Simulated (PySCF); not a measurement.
# QCISD(T)/STO-6G run of HNO (nitroxyl)

Aim: the energy change on altering one bond length of HNO (nitroxyl) at QCISD(T)/STO-6G, from 2 runs. The job is set up through a Python script.

The calculation is run with PySCF 2.14.0.

10 further runs of the same task are left out: 1 that didn't finish, 9 set aside as unsound or not needed.

**1. The molecule**

The species is HNO (3 atoms), meant as a singlet with charge 0. SMILES: `N=O`. Geometry: relaxed at PBE0-D4/def2-TZVP.

Bond lengths: N1–O2 1.190 Å, N1–H3 1.063 Å. Angles: O2–N1–H3 108.9°.

**2. A single-point energy at QCISD(T)/STO-6G**

File run.py:

```python
from pyscf import gto, scf, cc

system = gto.M(
    atom='''
N     -0.536115     0.591087    -0.221400
O      1.427310     0.750599     0.862660
H     -0.891195    -1.341668    -0.641279
''',
    basis='sto-6g',
    max_memory=1860,
    verbose=3,
    unit='bohr',
)

calc0 = scf.RHF(system)
calc0.conv_tol = 1e-10
calc0.kernel()
if not calc0.converged:
    calc0 = calc0.newton().run(calc0.mo_coeff, calc0.mo_occ)

mycc = cc.QCISD(calc0, frozen=2)
mycc.kernel()
e_t = mycc.qcisd_t()
etot = mycc.e_tot + e_t
print(f'total energy: {etot:.8f} hartree')
```

Run with:

```sh
OMP_NUM_THREADS=1 python run.py
```

Output:

```text
converged SCF energy = -129.294865807717
E(QCISD) = -129.4373658274137  E_corr = -0.1425000196969111
QCISD(T) correction = -0.00137587309946645
total energy: -129.43874170 hartree
```

Wall time 0.87 s (1 thread of Arm Neoverse V1, shared host); peak memory 0.1 GiB.

**3. The distorted shape**

File mol.xyz:

```xyz
3

N     -0.058218     1.540123     0.149470
O      0.980782     1.624533     0.723130
H     -0.471600    -0.709980    -0.339350
```

File input.py:

```python
from pyscf import gto, cc

mol = gto.M(
    atom='mol.xyz',
    max_memory=1860,
    basis='sto-6g',
    verbose=4,
)

mf = mol.RHF()
mf.conv_tol = 1e-10
mf.kernel()
if not mf.converged:
    mf = mf.newton().run(mf.mo_coeff, mf.mo_occ)

mycc = cc.QCISD(mf, frozen=2)
mycc.kernel()
e_t = mycc.qcisd_t()
e_tot = mycc.e_tot + e_t
print('E = %.10f Eh' % e_tot)
```

Run with:

```sh
OMP_NUM_THREADS=1 python input.py
```

Output:

```text
PySCF version 2.14.0

[INPUT] num. atoms = 3
[INPUT] num. electrons = 16
[INPUT] charge = 0
[INPUT] spin (= nelec alpha-beta = 2S) = 0
[INPUT] symmetry False subgroup None
[INPUT] Mole.unit = angstrom
[INPUT] Symbol           X                Y                Z      unit          X                Y                Z       unit  Magmom
[INPUT]  1 N     -0.058218000000   1.540123000000   0.149470000000 AA   -0.110016075520   2.910410668144   0.282457363839 Bohr   0.0
[INPUT]  2 O      0.980782000000   1.624533000000   0.723130000000 AA    1.853409367903   3.069922450318   1.366517652457 Bohr   0.0
[INPUT]  3 H     -0.471600000000  -0.709980000000  -0.339350000000 AA   -0.891194840345  -1.341667753919  -0.641278560371 Bohr   0.0

nuclear repulsion = 27.925344326414
number of shells = 7
number of NR pGTOs = 66
number of NR cGTOs = 11
basis = sto-6g
ecp = {}

******** <class 'pyscf.scf.hf.RHF'> ********
method = RHF
initial guess = minao
damping factor = 0
level_shift factor = 0
DIIS = <class 'pyscf.scf.diis.CDIIS'>
diis_start_cycle = 1
diis_space = 8
diis_damp = 0
SCF conv_tol = 1e-10
SCF conv_tol_grad = None
SCF max_cycles = 50
direct_scf = True
direct_scf_tol = 1e-13
Set gradient conv threshold to 1e-05
Initial guess from minao.
init E= -129.070612746905
  HOMO = -0.11954918753414  LUMO = 0.0149061444788536  gap/eV = 3.65872
cycle= 1 E= -128.864760931873  delta_E= 0.206  |g|= 0.472  |ddm|= 2.45
  HOMO = -0.164082447508754  LUMO = -0.0804362021362727  gap/eV = 2.27613
cycle= 2 E= -128.867722660677  delta_E= -0.00296  |g|= 0.465  |ddm|= 2.42
  HOMO = -0.160507492171902  LUMO = 0.052388320835232  gap/eV = 5.79319
cycle= 3 E= -129.054411042505  delta_E= -0.187  |g|= 0.0379  |ddm|= 1.34
  HOMO = -0.186612855873693  LUMO = 0.0833070028633187  gap/eV = 7.34489
cycle= 4 E= -129.055186511803  delta_E= -0.000775  |g|= 0.0222  |ddm|= 0.132
  HOMO = -0.197323572046983  LUMO = 0.0894933865845595  gap/eV = 7.80469
cycle= 5 E= -129.05555732246  delta_E= -0.000371  |g|= 0.00763  |ddm|= 0.0527
  HOMO = -0.196203284427705  LUMO = 0.0880402651508432  gap/eV = 7.73466
cycle= 6 E= -129.05564197005  delta_E= -8.46e-05  |g|= 0.0024  |ddm|= 0.0295
  HOMO = -0.197188404463269  LUMO = 0.0888062223644428  gap/eV = 7.78231
cycle= 7 E= -129.055651381838  delta_E= -9.41e-06  |g|= 0.000718  |ddm|= 0.0105
  HOMO = -0.197255578308197  LUMO = 0.0889593719567909  gap/eV = 7.78831
cycle= 8 E= -129.055652105155  delta_E= -7.23e-07  |g|= 0.000215  |ddm|= 0.00274
  HOMO = -0.197290137212605  LUMO = 0.0889787267512461  gap/eV = 7.78977
cycle= 9 E= -129.055652172593  delta_E= -6.74e-08  |g|= 4.5e-05  |ddm|= 0.000935
  HOMO = -0.197299454559881  LUMO = 0.0889939657136812  gap/eV = 7.79044
cycle= 10 E= -129.055652174804  delta_E= -2.21e-09  |g|= 3.65e-06  |ddm|= 0.000201
  HOMO = -0.197298544459668  LUMO = 0.0889924241943539  gap/eV = 7.79037
cycle= 11 E= -129.055652174811  delta_E= -6.96e-12  |g|= 1.35e-06  |ddm|= 7.41e-06
  HOMO = -0.197298556434746  LUMO = 0.0889922866620894  gap/eV = 7.79037
Extra cycle  E= -129.055652174812  delta_E= -1.39e-12  |g|= 9.08e-07  |ddm|= 3.14e-06
converged SCF energy = -129.055652174812

******** <class 'pyscf.cc.qcisd.QCISD'> ********
QCISD nocc = 6, nmo = 9
frozen orbitals 2
max_cycle = 50
direct = 0
conv_tol = 1e-07
conv_tol_normt = 1e-05
diis_space = 6
diis_start_cycle = 0
diis_start_energy_diff = 1e+09
Init t2, MP2 energy = -129.304490379339  E_corr(MP2) -0.248838204526964
Init E_corr(QCISD) = -0.248838204527542
cycle = 1  E_corr(QCISD) = -0.274599561906063  dE = -0.0257613574  norm(t1,t2) = 0.208781
cycle = 2  E_corr(QCISD) = -0.304054182381555  dE = -0.0294546205  norm(t1,t2) = 0.132231
cycle = 3  E_corr(QCISD) = -0.298768454486293  dE = 0.0052857279  norm(t1,t2) = 0.0971716
cycle = 4  E_corr(QCISD) = -0.303268339367726  dE = -0.00449988488  norm(t1,t2) = 0.0253882
cycle = 5  E_corr(QCISD) = -0.304462985388825  dE = -0.00119464602  norm(t1,t2) = 0.00603178
cycle = 6  E_corr(QCISD) = -0.304817627528887  dE = -0.00035464214  norm(t1,t2) = 0.00322766
cycle = 7  E_corr(QCISD) = -0.304833589431844  dE = -1.5961903e-05  norm(t1,t2) = 0.000934563
cycle = 8  E_corr(QCISD) = -0.304913137649644  dE = -7.95482178e-05  norm(t1,t2) = 0.000468604
cycle = 9  E_corr(QCISD) = -0.304875632155809  dE = 3.75054938e-05  norm(t1,t2) = 0.000179842
cycle = 10  E_corr(QCISD) = -0.304876777537045  dE = -1.14538124e-06  norm(t1,t2) = 7.13922e-05
cycle = 11  E_corr(QCISD) = -0.304882929378807  dE = -6.15184176e-06  norm(t1,t2) = 3.06037e-05
cycle = 12  E_corr(QCISD) = -0.304883491851351  dE = -5.62472544e-07  norm(t1,t2) = 1.41487e-05
cycle = 13  E_corr(QCISD) = -0.304884173132328  dE = -6.81280977e-07  norm(t1,t2) = 3.92055e-06
cycle = 14  E_corr(QCISD) = -0.304884060983967  dE = 1.1214836e-07  norm(t1,t2) = 1.20871e-06
cycle = 15  E_corr(QCISD) = -0.30488395321826  dE = 1.07765707e-07  norm(t1,t2) = 4.53239e-07
cycle = 16  E_corr(QCISD) = -0.304883973605493  dE = -2.03872332e-08  norm(t1,t2) = 2.43606e-07
QCISD converged
E(QCISD) = -129.3605361484179  E_corr = -0.3048839736054934
QCISD(T) correction = -0.0304106237692195
E = -129.3909467722 Eh
```

It took 0.95 s on 1 thread of Arm Neoverse V1, shared host; peak memory 0.12 GiB.

**4. What came out**

Level: QCISD(T)/STO-6G, 2 core orbitals frozen.

| quantity | value |
| --- | --- |
| first shape: total energy | -129.43874 Eh |
| first shape: dipole moment (Hartree–Fock density) | 1.45 D |
| first shape: HOMO energy (Hartree–Fock orbitals) | -9.05 eV |
| first shape: LUMO energy (Hartree–Fock orbitals) | 6.07 eV |
| first shape: HOMO–LUMO gap (Hartree–Fock orbitals) | 15.12 eV |
| first shape: correlation energy (2 core orbitals frozen) | -143.9 mEh |
| first shape: (T) correction | -1.38 mEh |
| first shape: T1 diagnostic | 0.011 |
| distorted shape: total energy | -129.39095 Eh |
| distorted shape: dipole moment (Hartree–Fock density) | 0.80 D |
| distorted shape: HOMO energy (Hartree–Fock orbitals) | -5.37 eV |
| distorted shape: LUMO energy (Hartree–Fock orbitals) | 2.42 eV |
| distorted shape: HOMO–LUMO gap (Hartree–Fock orbitals) | 7.79 eV |
| distorted shape: correlation energy (2 core orbitals frozen) | -335.3 mEh |
| distorted shape: (T) correction | -30.41 mEh |
| distorted shape: T1 diagnostic | 0.018 |
| energy change with the N1–H3 bond stretched from 1.063 to 2.339 Å | 1.301 eV |

In words: One bond (distorted shape) is far stretched, which a spin-restricted single reference describes badly; perturbation theory on it can break down and give far too much correlation. With the N1–H3 bond stretched from 1.063 to 2.339 Å the energy rises by 1.30 eV (30 kcal/mol). The first shape isn't relaxed at this level, so the change isn't measured from a minimum. A restricted reference can't describe the breaking bond well at this length. The minimal basis adds a large error of its own. Mulliken charges (first shape) of the mean-field density run from -0.08 on O2 to +0.15 on H3; they depend strongly on the basis. The triples (first shape) make up 1.0 % of the correlation energy. Mulliken charges (distorted shape) of the mean-field density run from -0.08 on H3 to +0.13 on N1. The triples (distorted shape) make up 9.1 % of the correlation energy.
